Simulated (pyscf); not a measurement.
Four-centre exchange: H₂B–NH₂ (SMILES BN) + SiH₄ (SMILES [SiH4]) → BH₃ (SMILES B) + H₂N–SiH₃ (SMILES N[SiH3])

Gas phase, singlet surface, charge 0. Bonds broken: B1–N2, Si7–H8. Bonds formed: B1–H8, N2–Si7. Single points on ωB97X-D3(BJ)/def2-SVP structures (PySCF, gas phase). MP2 and CC: frozen core, UHF for open shells. ΔMP2 is the change of the MP2 total energy from the triple- to the quadruple-zeta basis.

Transition state (Å):

```xyz
11

B     -1.7431    -0.2635    -0.5638
N     -1.6598     0.0782     0.9186
H     -1.5236    -1.4181    -0.8616
H     -2.5672     0.3476    -1.2100
H     -1.5378    -0.7063     1.5523
H     -2.3732     0.7085     1.2731
Si     0.1438     0.9832     0.1061
H     -0.5929     0.3061    -1.1238
H      1.2405     1.4459    -0.8364
H      0.8769     0.0613     1.0138
H     -0.4287     2.2717     0.5791
```

One imaginary mode, 207i cm⁻¹; descent along it reached the two sides named, in the forms told below.

```tsv
bond	change	reactant side (Å)	saddle	product side
B1–N2	breaks	1.395	1.524	1.673
Si7–H8	breaks	1.488	1.585	2.537
B1–H8	forms	3.0	1.400	1.236
N2–Si7	forms	3.4	2.175	1.807
```

Electronic energies relative to the separated reactants (kcal/mol):

```tsv
level	barrier	reaction energy	reverse barrier
ωB97X-D3(BJ)/def2-TZVP	14.8	+26.3	-11.4
PBE/def2-TZVP	15.0	+31.0	-16.0
r²SCAN/def2-TZVP	15.0	+28.7	-13.7
B3LYP-D3(BJ)/def2-TZVP	18.9	+28.2	-9.3
PBE0-D3(BJ)/def2-TZVP	13.1	+29.0	-15.9
M06-2X/def2-TZVP	16.0	+26.3	-10.2
ωB97M-D3(BJ)/def2-TZVP	16.7	+27.7	-11.0
HF/def2-TZVP	32.1	+23.5	8.6
MP2/def2-QZVPP	16.1	+25.8	-9.7
CCSD/def2-TZVPP	19.5	+26.4	-6.9
CCSD(T)/def2-TZVPP	17.9	+27.2	-9.3
CCSD(T)/def2-TZVPP + ΔMP2(QZVPP)	17.6	+26.6	-9.1
```

With CCSD(T)/def2-TZVPP + ΔMP2(QZVPP) energies and thermal terms (ideal gas, 1 atm, RRHO with modes under 100 cm⁻¹ raised to 100, one conformer, R ln 2 for rigid chiral ones), in kcal/mol:

```csv
T (K),ΔH‡,ΔG‡,ΔH,ΔG
298,19.1,29.2,+25.4,+24.1
600,19.1,39.5,+26.0,+22.4
900,19.5,49.6,+26.3,+20.5
1200,20.0,59.6,+26.4,+18.6
```

On the product side the descent ends in an adduct with a B–N contact (not fully relaxed), 28.9 kcal/mol under the separated species and 17.5 kcal/mol under the saddle at ωB97X-D3(BJ)/def2-TZVP. At ωB97X-D3(BJ), PBE, r²SCAN, B3LYP-D3(BJ), PBE0-D3(BJ), M06-2X, ωB97M-D3(BJ), MP2, CCSD, CCSD(T), CCSD(T) the saddle lies under the separated products, which points to a path from their complex (located at ωB97X-D3(BJ) alone), and parting the products costs more than the saddle. What is counted as broken (B–N) persists as a longer contact in the product adduct; parting that adduct is a step of its own. One saddle was located; it need not be the lowest between these sides. The CCSD(T) − MP2 part came from Ansatz, without density fitting, on the same reference.
